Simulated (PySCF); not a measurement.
Assigning NMR signals

Bonds (- single, = double, # triple, : aromatic): C1-C2 1.490 Å, C2-Cl3 1.732 Å, C2=C4 1.325 Å, C4-F5 1.341 Å. C1 carries H6, H7, H8; C4 carries H9. Stereochemistry as in C/C(Cl)=C/F.

Computed data (PySCF): structure optimised with GFN2-xTB, σ from GIAO-PBE0/pcSseg-1. Rapidly exchanging positions averaged, relativity neglected, one computed conformer, in vacuum.

Chemical shifts δ = σref − σ; 13C and 1H against TMS, all at this level.

(1) Assign these signals to the numbered atoms. 13C{1H} NMR (computed): δ 153.3 (CH), 127.0 (C), 22.1 (CH3).

(2) Assign these signals to the numbered atoms. 1H NMR (400 MHz, computed): δ 7.06 (m, 1H), 1.93 (s, 3H).

Answers

(1) 
| δ (ppm) | atoms | environment | reason |
| --- | --- | --- | --- |
| 153.3 | C4 | alkene CH | the olefinic region |
| 127.0 | C2 | fully substituted alkene carbon | the olefinic region |
| 22.1 | C1 | allylic methyl carbon | saturated and bonded to C and H only |

(2) 
7.06 → H9, hydrogen on an alkene CH: a vinylic proton, deshielded by the sp2 carbon and the C=C anisotropy
1.93 → H6/H7/H8, hydrogen on an allylic methyl carbon: allylic position

Carbons that carry Cl, above all several Cl atoms, come out too deshielded, partly because spin–orbit coupling is missing. Splittings by 19F in the carbon and heteronuclear signals aren't shown, as no couplings were computed. Shifts are as computed. Against solution values, carbons near 30 ppm lie about +3 ppm off and those near 130 ppm about +5 ppm; carbons on Cl a further +6 ppm (rms about the fit 2.1 ppm; single classes can miss by 10 ppm). Of 1328 compounds with measured shifts, 309 miss one by over three times the rms of a fit or turn the order of signals round; such compounds aren't used in these exercises. Signals without a measured value on file couldn't be tested in this way; 1H shifts scatter by 0.2 ppm about their fit, and single ones miss by 0.5 ppm. No couplings were computed; multiplicities are counted from neighbouring protons, with m where these are inequivalent, close in shift, in a saturated or five-membered ring or joined by F or P, and br s for small geminal =CH2 splittings.
